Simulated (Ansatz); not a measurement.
System (SMILES): [N]=O (N-O), doublet.
Atoms: N1, O2. Bonds: N1-O2.

Basis-set convergence of the highest harmonic wavenumber at HF with Ansatz (a program for electronic structure). Each level at its own minimum, finite differences of forces, unscaled; the reference is a large set that could be run, not a limit. Cartesian d functions, on some or all atoms, in 6-31G**, 6-31+G*; all else is spherical. The program fits the integrals of some runs and decomposes those of others, by size. Open shells are unrestricted. No added dispersion term, no relativity. Reference: the value in aug-pcseg-3, 2221 cm⁻¹, itself unsure by roughly 2 cm⁻¹ (its mean distance from aug-cc-pVQZ, def2-QZVPPD, pcseg-3). Deviations are taken from unrounded values.

```tsv
basis	functions
def2-SVP	28
6-31G**	30
6-311G**	36
6-31+G*	38
6-311+G**	44
6-311++G(2d,2p)	54
def2-TZVPP	62
6-311++G(3df,3pd)	78
def2-QZVPP	114
```

Problem. Which is the smallest set listed that can be trusted to 50 cm⁻¹ here, that is, within that of the reference together with its larger relatives (same family, alike in diffuse functions; a set with none to test it counts only in the reference's own line)?

Solution. The smallest set listed that lies within 50 cm⁻¹ of the reference with all its larger relatives (same family, alike in diffuse functions; a set with none counts only in the reference's own line) is 6-31G** (30 functions, 0 cm⁻¹ off). Value minus reference: def2-SVP 67, 6-31G** 0, 6-311G** 12, 6-31+G* -12, 6-311+G** -5, 6-311++G(2d,2p) -24, def2-TZVPP 0, 6-311++G(3df,3pd) 3, def2-QZVPP -2 cm⁻¹.
